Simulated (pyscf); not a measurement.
# Routes from H₂B–Cl + HCl

Candidate steps break at most two bonds and form at most two. Each was searched with GFN2-xTB (tblite) first. PySCF, gas phase, ωB97X-D3(BJ)/def2-SVP geometries. Correlated levels are frozen-core, on RHF or UHF. ΔMP2 is the change of the MP2 total energy from the triple- to the quadruple-zeta basis. Energies: CCSD(T)/def2-TZVPP + ΔMP2(QZVPP), eV, from the separated reactants, singlet surface.

| products | type | ΔE‡ | ΔE | ΔG‡ 298 K | ΔG‡ 900 K | ν‡ (cm⁻¹) |
|---|---|---|---|---|---|---|
| H₂B–Cl + HCl | four-centre exchange | 0.64 | 0.00 | 1.04 | 1.95 | 900i |
| BH₃ + Cl–Cl | four-centre exchange | 4.41 | +2.87 | 4.69 | 5.46 | 1674i |

Row 2: On the product side the descent ends in a complex, 0.22 eV under the separated species and 2.17 eV under the saddle at ωB97X-D3(BJ)/def2-TZVP. 

Plain bond fissions and candidates not yet searched are not listed, and one of them may be faster. Each barrier is that of the saddle found; lower ones may exist. One closed-shell reference is unstable to symmetry breaking; treat the single-reference values with care. The CCSD(T) − MP2 part came from Ansatz, without density fitting, on the same reference. The largest closed-shell T1 diagnostic is 0.038, which may signal static correlation.
